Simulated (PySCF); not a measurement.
Structure problem from calculated spectra and properties.

Formula: C4H4S2.

| Item | Value |
| --- | --- |
| Triplet | lowest triplet excitation (Tamm–Dancoff): 3.73 eV [TDA CAM-B3LYP/def2-SVPD] |
| 13C NMR | chemical shifts (computed TMS as zero) by class: 137.9 (1 C), 135.6 (1 C), 133.5 (1 C), 130.5 (1 C) ppm [GIAO PBE0/pcSseg-1] |
| Rotational structure | rotational constants A, B, C: 6.969, 1.502, 1.243 GHz [PBE0-D3(BJ)/def2-SVP] |
| 1H NMR | chemical shifts (computed TMS as zero) by class: 7.17 (1 H), 7.12 (1 H), 7.04 (1 H), 3.37 (1 H) ppm [GIAO PBE0/pcSseg-1] |
| NMR, other nuclei | isotropic shieldings of nuclei other than C and H, by class: 268 (1 S), 573 (1 S) ppm [GIAO PBE0/pcSseg-1] |
| Polarisability | 84.2 au [CAM-B3LYP/def2-SVPD] |
| Dipole | 1.27 D [CAM-B3LYP/def2-SVPD] |
| Valence photoelectron | vertical ionisation energy: 8.74 eV [ΔSCF CAM-B3LYP/def2-SVPD] |
| UV, first state | lowest singlet excitation: 5.39 eV (230 nm, f = 0.071) [TDDFT CAM-B3LYP/def2-SVPD] |

The electronic properties come from PySCF, for the isolated species, density fitting. Levels stand in brackets. The structure is a single PBE0-D3(BJ)/def2-SVP conformer in the gas phase; no vibrational or solvent corrections. NMR values are class means; diastereotopic atoms form classes of their own.

Problem. What is the compound? Reason from the data.

Solution. Numbering: `[SH:1][c:2]1[cH:3][cH:4][s:5][cH:6]1`. Its formula, C4H4S2, gives 3 degrees of unsaturation: 1 ring and 2 π bonds in the structure found (Kekulé form). 4 carbons fall into 4 classes; from least to most shielded: aromatic CH carbon [C3] (137.9 ppm), aromatic CH next to a ring sulfur [C6] (135.6 ppm), aromatic CH next to a ring sulfur [C4] (133.5 ppm), substituted aromatic carbon [C2] (130.5 ppm). Hydrogen classes from least to most shielded: 1 H on an aromatic CH next to a ring sulfur, C6 (7.17 ppm), 1 H on an aromatic CH next to a ring sulfur, C4 (7.12 ppm), 1 H on an aromatic CH carbon, C3 (7.04 ppm), 1 H on a thiol sulfur, S1 (3.37 ppm). The other shieldings belong to: 268 ppm, thiophene-type sulfur [S5]; 573 ppm, thiol sulfur [S1]. The first electron is taken from the HOMO, whose largest Löwdin shares are 0.38 on the thiol sulfur, 0.17 on the substituted aromatic carbon, 0.14 on an aromatic CH next to a ring sulfur and 0.13 on the thiophene-type sulfur. By its constants the optimised geometry is an asymmetric top. Structure: `Sc1ccsc1`. Computed isomers that give other values at the same levels: `Sc1cccs1` (13C chemical shifts (computed TMS as zero) by class: 142.9 (1 C), 139.7 (1 C), 135.9 (1 C), 131.6 (1 C) ppm); `C1=CSC=CS1` (rotational constant A: 4.283 GHz; this holds for the one conformer computed). The assignments are read from this structure; whether some other isomer fits the data as well wasn't checked.

Conformer computed: `[SH:1][c:2]1[cH:3][cH:4][s:5][cH:6]1`: H–S1–C2–C3 60°.
